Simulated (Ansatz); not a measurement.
Geometry optimisation, Ansatz, RKS PBE-D4/cc-pVDZ.

Input:

```yaml
crystal:
  periodic: [false, false, false]
  atoms:
    - { symbol: Si, position_ang: [-0.483669, -0.311812, -0.309692] }
    - { symbol: H, position_ang: [0.040581, 0.742372, 2.086037] }
    - { symbol: H, position_ang: [0.95344, -0.4349, 0.128353] }
    - { symbol: Si, position_ang: [-1.101492, 1.90631, -0.835671] }
    - { symbol: H, position_ang: [-2.525611, 1.927746, -1.335738] }
    - { symbol: H, position_ang: [-0.978286, 2.838062, 0.343565] }
    - { symbol: H, position_ang: [-0.194485, 2.39006, -1.943562] }
    - { symbol: H, position_ang: [-0.673482, -1.173343, -1.538563] }
    - { symbol: F, position_ang: [-1.469337, -0.943341, 0.830693] }
    - { symbol: H, position_ang: [-0.517259, 0.316247, 2.256877] }
basis:
  gaussian: { orbitals: cc-pVDZ }
hamiltonian:
  xc: pbe
  dispersion: d4
relax:
  f_tol: 0.03
  max_steps: 50
```

Command:

```bash
$ ansatz run input.yaml --threads 2 --pin off --max-ram 3072MiB --backend cpu --events-out ev --progress --plain --runs-dir out
```

Q: Where does it end, and by what steps?

A: It converged. The force dipped under the threshold on the way, but the program's further checks kept it going. After 30 steps the energy has fallen by 0.222 eV; H2 moved furthest, 1.59 Å.

| step | energy less start (eV) | largest force component (eV/Å) | accepted |
| --- | --- | --- | --- |
| 0 | 0.0000 | 1.460 | yes |
| 2 | -0.1695 | 0.214 | yes |
| 4 | -0.1857 | 0.071 | yes |
| 6 | -0.1933 | 0.138 | yes |
| 8 | -0.1978 | 0.051 | yes |
| 10 | -0.1856 | 0.233 | no |
| 12 | -0.2007 | 0.113 | yes |
| 14 | -0.2039 | 0.124 | yes |
| 16 | -0.2074 | 0.007 | yes |
| 18 | -0.2030 | 0.210 | no |
| 20 | -0.2117 | 0.082 | yes |
| 22 | -0.2136 | 0.100 | yes |
| 24 | -0.2174 | 0.055 | yes |
| 26 | -0.2203 | 0.115 | yes |
| 28 | -0.2215 | 0.039 | yes |
| 30 | -0.2219 | 0.019 | yes |

```xyz
10
Properties=species:S:1:pos:R:3
Si -0.235 -0.421 -0.698
H -1.278 1.187 2.848
H 1.213 -0.579 -1.097
Si -0.917 1.834 -0.746
H -2.350 1.965 -0.295
H -0.029 2.679 0.131
H -0.805 2.316 -2.174
H -1.100 -1.283 -1.586
F -0.384 -1.015 0.865
H -1.064 0.573 2.435
```

Whether the end is a true minimum wasn't checked by a vibrational analysis.

Run time: 40 s on 2 threads of Arm Neoverse V1, on a shared host, peak memory 0.12 GiB.
